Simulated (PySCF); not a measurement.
## Phosphorus: a sound run and one with changed settings

Sound run: P [Ne] 3s2 3p3, P⁺ [Ne] 3s2 3p2. All numbers are calculated (PySCF 2.14, scalar relativity by spin-free X2C-1e, in cc-pVDZ-DK). In the sound run the correlated levels freeze [Ne]. The sound run starts from symmetry-adapted Hartree-Fock orbitals and uses a fine grid where one is needed.

A second run was set up differently.

```
species   method  sound run (hartree)  changed run (hartree)  converged
      P      UHF           -341.52339             -341.52339        yes
      P   r2SCAN           -342.05469             -342.05469        yes
      P   M06-2X           -342.06281             -342.06281        yes
      P      MP2           -341.58688             -341.58086        yes
      P  CCSD(T)           -341.60560             -341.60560        yes
     P⁺      UHF           -341.15877             -341.15877        yes
     P⁺   r2SCAN           -341.66386             -341.66386        yes
     P⁺   M06-2X           -341.68458             -341.68458        yes
     P⁺      MP2           -341.20817             -341.20341        yes
     P⁺  CCSD(T)           -341.22954             -341.22954        yes
```

Ionisation energy of P:

```csv
method,sound run (eV),changed run (eV)
UHF,9.922,9.922
r2SCAN,10.635,10.635
M06-2X,10.292,10.292
MP2,10.305,10.271
SCS-MP2,10.165,10.143
CCSD,10.231,10.231
CCSD(T),10.233,10.233
```

Task: What was changed?
A. all electrons correlated in a valence basis
B. basis contracted for another Hamiltonian
C. minimal basis
D. level shift left on

Result: D. It used initial guess sap, at most 50 SCF cycles, level shift 0.1 hartree. A level shift leaves the converged SCF energy unchanged but raises the virtual orbital energies, which shrinks MP2 if it is not removed.
